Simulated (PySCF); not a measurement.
Compound: succinonitrile, C4H4N2.
Geometry (PBE0-D3(BJ)/def2-SVP, Å), atoms numbered from 1 in this order:
```
atom  x, y, z in Å
N1     1.7254    2.4313   -0.0130
C2     0.8442    1.6826    0.0143
C3    -0.2525    0.7239    0.0463
C4     0.2525   -0.7239   -0.0463
C5    -0.8442   -1.6826   -0.0143
N6    -1.7254   -2.4313    0.0130
H7    -0.8233    0.8711    0.9767
H8    -0.9394    0.9441   -0.7859
H9     0.8233   -0.8711   -0.9767
H10    0.9394   -0.9441    0.7859
```

Method used: PBE0-D3(BJ)/def2-SVP geometry optimisation, gas phase in PySCF.

Masses are those of the commonest isotopes; rigid-rotor values at the optimised geometry. The values belong to one conformer with, in the numbering `[N:1]#[C:2][CH2:3][CH2:4][C:5]#[N:6]`, C2–C3–C4–C5 180°.

(1) Give the principal moments of inertia and the rotational constants in GHz.

(2) What kind of rotor is it?

(3) Is it planar, by Δ = Ic − Ia − Ib?

(4) List the rotational levels J(Ka,Kc) to J = 5 (MHz).

Results:

(1) Ia = 19.49, Ib = 341.45, Ic = 354.64 u·Å²; 505379 MHz·u·Å²/I gives 25927, 1480 and 1425 MHz, that is A = 25.927, B = 1.4801, C = 1.4250 GHz.

(2) A near-prolate asymmetric top; Ray's κ = -0.996.

(3) Not planar: Δ = Ic − Ia − Ib = -6.30 u·Å². For a rigid frame Δ = −2 Σ m c², so Σ m c² = 3.15 u·Å² lies off the ab plane, practically all of it from hydrogen. The atom farthest from that plane is 0.88 Å away.

(4) Above 0(0,0):
J = 1: 1(0,1) 2905, 1(1,1) 27352, 1(1,0) 27407
J = 2: 2(0,2) 8715, 2(1,2) 33107, 2(1,1) 33272, 2(2,1) 106612, 2(2,0) 106612
J = 3: 3(0,3) 17430, 3(1,3) 41740, 3(1,2) 42070, 3(2,2) 115328, 3(2,1) 115328, 3(3,1) 237698, 3(3,0) 237698
J = 4: 4(0,4) 29050, 4(1,4) 53250, 4(1,3) 53801, 4(2,3) 126948, 4(2,2) 126949, 4(3,2) 249319, 4(3,1) 249319, 4(4,1) 420638, 4(4,0) 420638
J = 5: 5(0,5) 43574, 5(1,5) 67638, 5(1,4) 68464, 5(2,4) 141474, 5(2,3) 141477, 5(3,3) 263845, 5(3,2) 263845, 5(4,2) 435164, 5(4,1) 435164, 5(5,1) 655431, 5(5,0) 655431

The point group C2h allows no dipole (computed: 0.00 D), so a rigid rotor has no electric-dipole lines.

Task: Estimate the classical rotational partition function at 10 K, 50 K and 500 K.

Result: Point group C2h, symmetry number σ = 2; q = (√π/σ)·√((kT/h)³/(ABC)), k/h = 20836.6 MHz/K: 360 at 10 K, 4030 at 50 K, 127000 at 500 K.

Not checked by PBE0-D3(BJ)/def2-SVP frequencies. Zero-point vibration and centrifugal distortion are left out. Quadrupole hyperfine structure (14N) is left out.
